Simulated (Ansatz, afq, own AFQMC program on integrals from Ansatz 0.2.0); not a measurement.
**CO, quintet in cc-pVQZ, levels against AFQMC with the constraint released**

```
atom   x (Å)   y (Å)   z (Å)
   O  0.0000  0.0000  0.0000
   C  0.0000  0.0000  1.1955
```

Basis cc-pVQZ. Only valence electrons are correlated. AFQMC by an in-house program on the Cholesky factors that Ansatz 0.2.0 writes for its CCSD(T) run. The CISD trial takes its coefficients from CCSD amplitudes. Released means that phaseless walkers are propagated on without the constraint, phases kept. Uncertainties: one standard error, sampling alone.

Determinant: UHF, the one that the program's search chose, which needn't be the lowest solution. The geometry is a PBE0/def2-TZVP stationary point of this or a neighbouring charge and spin state.

No full CI on the walks' own integrals is used here. The released AFQMC energy serves as the reference, which it does only where one determinant dominates, the energy is flat over the last release times and near the phaseless one (40 meV or 2 meV an electron, half that with transition metals). On small molecules, where full CI could be run and the noise was under 10 meV, such values lay within 10 meV of it in 19 cases of 20, a flattering rate, since the rule was set on those same cases; what remains of the bias isn't in the error bar.

Cautions: another spin lies lower (by 5.86 eV); the released value is read at 2.40 1/Eh with a noise of 11 meV, more than in the cases checked (meV from the phaseless value at times in 1/Eh: 0 ± 4 at 0.24, -3 ± 3 at 0.51, -7 ± 5 at 0.99, -7 ± 7 at 1.62, -12 ± 11 at 2.40).

The T1 diagnostic is 0.0159. The weight of the determinant in the CISD state is 0.931 and the ⟨S²⟩ of the determinant is 6.013. The size of the correlated space is 10 electrons in 108 orbitals.

Reference: AFQMC with the constraint released, correlation energy -7.843 ± 0.011 eV.

```tsv
level	E − E(reference) (mEh)	share of correlation (%)
HF	288.21 ± 0.42	0.00
MP2	28.24 ± 0.42	90.20
CCSD	9.30 ± 0.42	96.77
CCSD(T)	0.89 ± 0.42	99.69
ph-AFQMC/HF	3.41 ± 0.99	98.82
ph-AFQMC/CISD	0.43 ± 0.48	99.85
```

A walk keeps the symmetry of its determinant, which the program's search chose and which needn't be the lowest solution, so a lower state of the same spin and another symmetry isn't excluded. Released energies are given only where the last usable release times agree within the noise; a slower fall can still hide under it.
